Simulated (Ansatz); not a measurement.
A nudged elastic band was laid between two geometries of H4SSi (6 atoms, charge 0, multiplicity 1).

These are results of RKS PBE-D4/def2-mTZVP in Ansatz 0.2.0, not measurements.

```json
{
 "movable images": "9",
 "climbing image": "yes",
 "spring": "5.0 eV/Å²",
 "optimiser": "quadratic models (default)",
 "start path": "IDPP",
 "force threshold": "0.05 eV/Å",
 "iteration limit": "60",
 "end points": "relaxed"
}
```

First end point:

```xyz
6
Properties=species:S:1:pos:R:3
Si -0.174 -0.265 -0.442
S 0.915 -0.016 1.409
H -1.649 -0.081 -0.260
H 0.111 -1.669 -0.856
H 0.292 0.683 -1.502
H 0.546 1.284 1.606
```

Last end point:

```xyz
6
Properties=species:S:1:pos:R:3
Si -0.150 -0.102 -0.511
S 1.023 0.777 1.079
H -1.604 0.227 -0.385
H -0.006 -1.591 -0.560
H 0.399 0.501 -1.760
H 0.380 0.125 2.091
```

Problem. What changes between the two ends?

Solution. No bond is made or broken. The dihedral H3–Si1–S2–H6 goes from -62 to 61°. The two ends are copies of one structure, up to a mirror image or an exchange of like atoms.

Problem. What energy profile does the band end with?

Solution. It converged. The highest image is number 5 of 0 to 10, 4.4 kJ/mol above the ends, which have the same energy within 2 meV. A vibrational analysis at the climbing image gives one clearly imaginary mode, 203i cm⁻¹: a first-order saddle point.

```
image  path coordinate (Å)  energy (kJ/mol)  dihedral H3–Si1–S2–H6 (°)
    0                 0.00              0.0                        -62
    1                 0.20              0.3                        -50
    2                 0.40              1.4                        -38
    3                 0.59              2.7                        -26
    4                 0.79              3.9                        -13
    5                 0.99              4.4                          0
    6                 1.18              3.9                         13
    7                 1.38              2.8                         25
    8                 1.58              1.4                         38
    9                 1.77              0.4                         49
   10                 1.97              0.0                         61
```

Problem. What is the geometry of the highest image?

Solution. 
```xyz
6
Properties=species:S:1:pos:R:3:forces:R:3
Si -0.100 -0.214 -0.495 0.02 0.01 0.02
S 1.175 0.292 1.192 -0.02 -0.01 -0.04
H -1.498 0.226 -0.192 0.01 0.00 0.00
H -0.083 -1.689 -0.735 0.00 0.00 0.00
H 0.380 0.470 -1.735 0.00 0.00 0.00
H 0.168 0.851 1.919 -0.01 0.01 0.02
```

Problem. What are the harmonic wavenumbers there?

Solution. 203i, 484, 564, 621, 775, 897, 906, 937, 2168, 2176, 2181, 2598 cm⁻¹.

The run took 110 s on 1 thread of AMD EPYC (Zen 3), with other jobs on the host, peak memory 0.1 GiB.
